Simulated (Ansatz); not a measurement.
Steps of a relaxation of `C/C(=C/F)CF` with RKS PBE-D4/def2-SVP.

```sh
$ ansatz run in.yaml --threads 4 --pin off --events-out ev --progress --plain --max-ram 10444MiB
```

```yaml
crystal:
  periodic: [false, false, false]
  atoms:
    - {symbol: C, position_ang: [-0.243000, -1.300500, 0.621900]}
    - {symbol: C, position_ang: [0.109100, -0.042100, -0.166900]}
    - {symbol: C, position_ang: [0.955300, -0.104300, -1.188100]}
    - {symbol: F, position_ang: [1.423600, 0.992900, -1.882200]}
    - {symbol: C, position_ang: [-0.514600, 1.244800, 0.241800]}
    - {symbol: F, position_ang: [-0.345900, 1.456700, 1.596000]}
    - {symbol: H, position_ang: [-1.347400, -1.402700, 0.550000]}
    - {symbol: H, position_ang: [0.021700, -1.128800, 1.657500]}
    - {symbol: H, position_ang: [0.196500, -2.145700, 0.274600]}
    - {symbol: H, position_ang: [1.493500, -0.987900, -1.518200]}
    - {symbol: H, position_ang: [-1.602900, 1.235100, 0.082600]}
    - {symbol: H, position_ang: [-0.068800, 2.127200, -0.234800]}
basis:
  gaussian: {orbitals: def2-SVP}
hamiltonian: {xc: pbe, dispersion: d4}
relax: {f_tol: 0.03, max_steps: 200}
```

Positions (Å) and forces (eV/Å) along the path, 7 of 7 steps:

```xyz
12
step=1 energy=-9660.5414 eV
C    -0.243   -1.300    0.622   -2.175    3.917    0.126
C     0.109   -0.042   -0.167   -0.229   -0.605    0.411
C     0.955   -0.104   -1.188    1.356    1.051   -0.900
F     1.424    0.993   -1.882   -0.686   -0.601    0.486
C    -0.515    1.245    0.242    0.050    0.290    0.425
F    -0.346    1.457    1.596    0.123   -0.129    0.964
H    -1.347   -1.403    0.550   -0.005   -0.247    0.258
H     0.022   -1.129    1.657    0.108    0.041    0.875
H     0.197   -2.146    0.275    1.766   -3.152   -1.401
H     1.494   -0.988   -1.518    0.075   -0.607   -0.187
H    -1.603    1.235    0.083   -0.484   -0.042   -0.374
H    -0.069    2.127   -0.235    0.101    0.083   -0.685
12
step=2 energy=-9660.7681 eV
C    -0.264   -1.276    0.623   -0.307    1.134   -0.024
C     0.145   -0.031   -0.139   -0.046   -0.375    0.279
C     1.045   -0.085   -1.132   -0.071    0.414   -1.529
F     1.334    0.994   -1.945   -0.069   -0.639    0.920
C    -0.498    1.255    0.269   -0.017    0.215    0.112
F    -0.367    1.453    1.643    0.002   -0.053    0.123
H    -1.363   -1.427    0.540    0.044   -0.012   -0.004
H    -0.040   -1.122    1.691    0.029   -0.101    0.247
H     0.239   -2.161    0.260    0.427   -0.735   -0.246
H     1.475   -1.009   -1.570    0.059    0.126    0.331
H    -1.588    1.234    0.043   -0.072   -0.015   -0.064
H    -0.042    2.120   -0.249    0.022    0.041   -0.145
12
step=3 energy=-9660.8139 eV
C    -0.244   -1.284    0.627   -0.173    0.133    0.226
C     0.170   -0.038   -0.081   -0.058    0.450   -0.514
C     0.986   -0.095   -1.154   -0.182    0.398    0.127
F     1.283    0.998   -1.893    0.100   -0.075    0.062
C    -0.482    1.281    0.274    0.050   -0.166    0.092
F    -0.400    1.544    1.645   -0.001   -0.126   -0.198
H    -1.338   -1.430    0.524   -0.118   -0.044    0.017
H    -0.037   -1.219    1.710    0.049    0.019    0.181
H     0.255   -2.174    0.223    0.165   -0.239   -0.079
H     1.456   -1.000   -1.549    0.129   -0.283   -0.084
H    -1.565    1.247   -0.004    0.062    0.002    0.082
H    -0.007    2.115   -0.288   -0.023   -0.069    0.088
12
step=4 energy=-9660.8458 eV
C    -0.259   -1.270    0.626   -0.041    0.071   -0.027
C     0.131   -0.036   -0.139    0.044   -0.033   -0.035
C     0.987   -0.094   -1.178    0.169    0.292   -0.228
F     1.348    1.005   -1.895   -0.131   -0.311    0.251
C    -0.495    1.268    0.269   -0.051   -0.002    0.043
F    -0.374    1.468    1.647   -0.002   -0.046   -0.141
H    -1.355   -1.446    0.549    0.020   -0.014    0.007
H    -0.035   -1.145    1.707    0.022    0.007   -0.044
H     0.262   -2.173    0.252    0.007   -0.004    0.031
H     1.476   -1.007   -1.561   -0.075    0.021    0.066
H    -1.586    1.257    0.024    0.048    0.019    0.045
H    -0.023    2.118   -0.268   -0.010   -0.001    0.032
12
step=5 energy=-9660.8499 eV
C    -0.260   -1.267    0.623   -0.031    0.007   -0.014
C     0.126   -0.036   -0.148    0.001   -0.027    0.010
C     0.988   -0.094   -1.179    0.106    0.177   -0.160
F     1.355    1.001   -1.886   -0.063   -0.147    0.107
C    -0.498    1.267    0.266   -0.017   -0.006    0.040
F    -0.371    1.452    1.643    0.002   -0.006   -0.035
H    -1.354   -1.451    0.549    0.014   -0.007    0.009
H    -0.033   -1.130    1.701    0.005    0.005   -0.020
H     0.268   -2.170    0.260   -0.002    0.009    0.012
H     1.468   -1.011   -1.561   -0.024   -0.013    0.043
H    -1.589    1.262    0.028    0.016    0.006    0.007
H    -0.024    2.121   -0.262   -0.006    0.002    0.002
12
step=6 energy=-9660.8510 eV
C    -0.262   -1.265    0.619    0.004   -0.017    0.004
C     0.123   -0.036   -0.153   -0.004   -0.013    0.003
C     0.989   -0.093   -1.183    0.016    0.042   -0.008
F     1.356    0.997   -1.886    0.002   -0.001   -0.003
C    -0.499    1.266    0.266   -0.005   -0.001    0.001
F    -0.367    1.446    1.643    0.007    0.001    0.008
H    -1.355   -1.455    0.549    0.003    0.004   -0.001
H    -0.032   -1.122    1.695   -0.004    0.001    0.004
H     0.270   -2.168    0.263   -0.002    0.002   -0.003
H     1.471   -1.013   -1.553   -0.009   -0.024    0.005
H    -1.590    1.264    0.033   -0.007    0.000   -0.003
H    -0.027    2.122   -0.259   -0.001    0.004   -0.007
12
step=7 energy=-9660.8511 eV
C    -0.263   -1.265    0.618    0.003   -0.010   -0.002
C     0.122   -0.036   -0.154    0.000    0.002   -0.007
C     0.991   -0.092   -1.181    0.008    0.029   -0.007
F     1.361    0.997   -1.885   -0.005   -0.002    0.006
C    -0.500    1.266    0.266    0.015   -0.017    0.003
F    -0.357    1.450    1.641   -0.005    0.006    0.004
H    -1.357   -1.454    0.547    0.005    0.001    0.001
H    -0.034   -1.123    1.694   -0.005   -0.001    0.002
H     0.269   -2.168    0.261   -0.004    0.001    0.000
H     1.472   -1.013   -1.550   -0.005   -0.019    0.005
H    -1.593    1.261    0.041   -0.007    0.002    0.003
H    -0.034    2.122   -0.265   -0.001    0.006   -0.008
```

Run time 9 s (4 threads of an AMD EPYC 7B13 on a shared host); peak host memory 0.17 GiB.
